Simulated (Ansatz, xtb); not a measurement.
C3H5Cl: which of two isomers lies lower

We compare I, `C=C(C)Cl`, a singlet, with II, `C/C=C\Cl`, a singlet. Both are isolated molecules in the gas phase, relaxed with B3LYP/6-31G*.

Estimate which is lower in electronic energy at CCSD(T)/def2-TZVP, and by roughly how much.

The CCSD(T)/def2-TZVP calculation puts structure I lower, by 7.37 kJ/mol.

Level by level:

```csv
level,geometry,E(II) − E(I) (kJ/mol),departure from the last row (kJ/mol),"job, with rough time for the two"
GFN2-xTB,GFN2-xTB,+8.53,+1.15,"optimisation, 0.16 s"
HF/STO-3G,GFN2-xTB,+3.21,−4.17,"single point, 0.2 s"
r2SCAN-D4/def2-SVP,GFN2-xTB,+5.07,−2.30,"single point, 2.4 s"
B3LYP/6-31G*,B3LYP/6-31G*,+4.06,−3.31,"optimisation, 16 s"
HF/def2-TZVP,B3LYP/6-31G*,+5.84,−1.53,part of the CCSD(T) run
MP2/def2-TZVP,B3LYP/6-31G*,+8.58,+1.21,part of the CCSD(T) run
CCSD(T)/def2-TZVP,B3LYP/6-31G*,+7.37,,"single point, 59 s"
```

As drawn, both hold the same kinds of bond in the same numbers.

None of the levels shown reverses the order. The largest departure from CCSD(T)/def2-TZVP is that of HF/STO-3G, 4.17 kJ/mol.

With harmonic frequencies from B3LYP/6-31G* (ideal gas, rigid rotor, one conformer each, 400 K, 1 atm): on the last row, ΔE + ΔZPE = +7.92, ΔH = +8.11, ΔG = +6.28 kJ/mol.

The correlated steps freeze 8 core orbitals. Programs: Ansatz 0.2.0, xtb 6.7.1; the last row on 2 threads of Arm Neoverse V2 on a shared host.
